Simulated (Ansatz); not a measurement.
Results of PBE in Ansatz (PAW) for GaS (P6₃/mmc, No. 194).

Rigid layers of the crystal as relaxed at this level are moved apart or together:

| run | k mesh | layer repeat (Å) | energy against free layers (meV/Å²) | gap on the mesh (eV) |
|---|---|---|---|---|
| 1 | 12×12×4 | 7.445 | 9.75 | 1.180 |
| 2 | 12×12×4 | 7.595 | 6.04 | 1.300 |
| 3 | 12×12×4 | 7.745 | 3.58 | 1.419 |
| 4 | 12×12×2 | 7.945 | 1.59 | 1.568 |
| 5 | 12×12×2 | 8.245 | 0.14 | 1.761 |
| 6 | 12×12×2 | 8.745 | -0.50 | 1.979 |
| 7 | 12×12×2 | 9.745 | -0.30 | 2.199 |
| 8 | 12×12×2 | 11.745 | -0.02 | 2.333 |

The lowest energy of these points lies at a layer repeat of 8.75 Å.

Spin–orbit coupling is not included.

Note: the cell comes from a level without a dispersion term, which matters for the spacing of layers, chains or molecules.

Ansatz is an electronic-structure program.
